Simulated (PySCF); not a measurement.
C4H4N2.
SMILES with atom numbers: `[CH3:1][CH:2]([C:3]#[N:4])[C:5]#[N:6]` (hydrogens: H7, H8, H9 on C1; H10 on C2)

The same species was optimised twice, with GFN2-xTB and with PBE0-D3(BJ)/def2-SVP (PySCF), and the same property calculations (PySCF, gas phase) were run on both structures.

```tsv
coordinate	GFN2-xTB	PBE0-D3(BJ)/def2-SVP	change
C2–C3 (Å)	1.451	1.468	+0.017
C2–C5 (Å)	1.451	1.467	+0.016
C5≡N6 (Å)	1.141	1.156	+0.015
C3≡N4 (Å)	1.141	1.156	+0.015
C1–C2 (Å)	1.537	1.537	0.000
C3–C2–C5 (°)	108.5	110.6	+2.1
C2–C3–N4 (°)	179.0	177.8	-1.2
C2–C5–N6 (°)	178.9	177.7	-1.2
C1–C2–C5 (°)	110.6	111.7	+1.1
C1–C2–C3 (°)	110.6	111.5	+0.9
```

Rotational constants: A = 5588, B = 3001, C = 2096 MHz (GFN2-xTB) against A = 5638, B = 2843, C = 2012 MHz (PBE0-D3(BJ)/def2-SVP). Point groups within 0.08 Å: Cs and Cs. Atoms that the bonding makes alike are paired by their places after alignment.

On the GFN2-xTB structure: isotropic polarisability (au) 52.8 [wB97X-D/def2-SVPD]; HOMO (eV) -11.95 [wB97X-D/def2-SVPD]; LUMO (eV) 1.33 [wB97X-D/def2-SVPD]; dipole (D) 4.48 [wB97X-D/def2-SVPD]; HOMO (eV) -10.01 [PBE0/pcSseg-1]; LUMO (eV) -0.33 [PBE0/pcSseg-1]; dipole (D) 4.40 [PBE0/pcSseg-1]; GIAO shielding of C1 (ppm) 166.4 [PBE0/pcSseg-1]; GIAO shielding of C2 (ppm) 171.6 [PBE0/pcSseg-1]; GIAO shielding of C3/C5 (mean) (ppm) 67.8 [PBE0/pcSseg-1]; GIAO shielding of N4/N6 (mean) (ppm) -39.2 [PBE0/pcSseg-1].

What do these properties become on the PBE0-D3(BJ)/def2-SVP structure?

| property | level | on GFN2-xTB | on PBE0-D3(BJ)/def2-SVP | change |
| --- | --- | --- | --- | --- |
| isotropic polarisability (au) | wB97X-D/def2-SVPD | 52.8 | 54.0 | +1.2 |
| HOMO (eV) | wB97X-D/def2-SVPD | -11.95 | -11.88 | +0.07 |
| LUMO (eV) | wB97X-D/def2-SVPD | 1.33 | 1.26 | -0.07 |
| dipole (D) | wB97X-D/def2-SVPD | 4.48 | 4.36 | -0.12 |
| energy, GFN2-xTB geometry as zero (kcal/mol) | wB97X-D/def2-SVPD | 0.0 | -1.2 | -1.2 |
| HOMO (eV) | PBE0/pcSseg-1 | -10.01 | -9.94 | +0.07 |
| LUMO (eV) | PBE0/pcSseg-1 | -0.33 | -0.45 | -0.12 |
| dipole (D) | PBE0/pcSseg-1 | 4.40 | 4.28 | -0.12 |
| energy, GFN2-xTB geometry as zero (kcal/mol) | PBE0/pcSseg-1 | 0.0 | -0.7 | -0.7 |
| GIAO shielding of C1 (ppm) | PBE0/pcSseg-1 | 166.4 | 164.9 | -1.5 |
| GIAO shielding of C2 (ppm) | PBE0/pcSseg-1 | 171.6 | 167.2 | -4.4 |
| GIAO shielding of C3/C5 (mean) (ppm) | PBE0/pcSseg-1 | 67.8 | 65.4 | -2.4 |
| GIAO shielding of N4/N6 (mean) (ppm) | PBE0/pcSseg-1 | -39.2 | -46.5 | -7.3 |

The heavy atoms differ by 0.050 Å rms after alignment. Among bonds between heavy atoms C2–C3 and C2–C5 change most and about equally (+0.016 to +0.017 Å). Changes are differences of the printed values. Neither structure is proved a minimum here.

wB97X-D is run here without its empirical dispersion term; that term would change no orbital, density or response property at a fixed geometry.
